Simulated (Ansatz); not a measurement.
Born–Oppenheimer molecular dynamics of BFH5N (8 atoms, charge 0, multiplicity 1). It starts at the highest image of a converged band, a first-order saddle point between two minima.

All numbers below come from RKS PBE/def2-TZVP (Ansatz 0.2.0).

- ensemble: NVE (velocity Verlet)
- time step: 0.5 fs
- steps asked: 200
- starting velocities drawn for: 300 K
- seed: 10888

First frame:

```xyz
8
Properties=species:S:1:pos:R:3
B 0.040 -0.404 -0.043
F -0.291 0.279 1.641
H 1.069 0.134 -0.340
H -0.987 -0.177 -0.619
N 0.147 -1.747 0.638
H -0.584 -2.435 0.473
H 1.062 -2.187 0.704
H -0.133 -0.802 1.644
```

Question: How far do the bonds stretch over the last three quarters of this one trajectory? (Pairs bonded in most of those frames.)

Answer: 
```json
{"bond": "B1–F2", "mean (Å)": "1.401", "spread (Å)": "0.099", "shortest": "1.22", "longest": "1.58"}
{"bond": "B1–H3", "mean (Å)": "1.221", "spread (Å)": "0.017", "shortest": "1.18", "longest": "1.26"}
{"bond": "B1–H4", "mean (Å)": "1.232", "spread (Å)": "0.054", "shortest": "1.15", "longest": "1.32"}
{"bond": "N5–H6", "mean (Å)": "1.024", "spread (Å)": "0.006", "shortest": "1.01", "longest": "1.04"}
{"bond": "N5–H7", "mean (Å)": "1.027", "spread (Å)": "0.021", "shortest": "0.99", "longest": "1.07"}
{"bond": "N5–H8", "mean (Å)": "1.028", "spread (Å)": "0.024", "shortest": "0.99", "longest": "1.07"}
```

Pairs bonded in part of these frames only: B1–N5 47 %.

Mean temperature of the second half: 745 K. The conserved energy stayed within 0.2 meV per atom of its start (net change 0.098 meV per atom), so the integration is sound. The kinetic energy rose, since the run started high on the potential surface and went downhill. It ends in pieces (BFH2 + H3N), so much of that is their flight and rotation, not heat. A run of 0.1 ps of so small a system gives no equilibrium averages. The orbitals stay closed-shell, which can raise the energy where a bond breaks towards radicals; this wasn't checked here.

Run time: 120 s on 4 threads of Arm Neoverse V2, with other jobs on the host, peak memory 0.17 GiB.
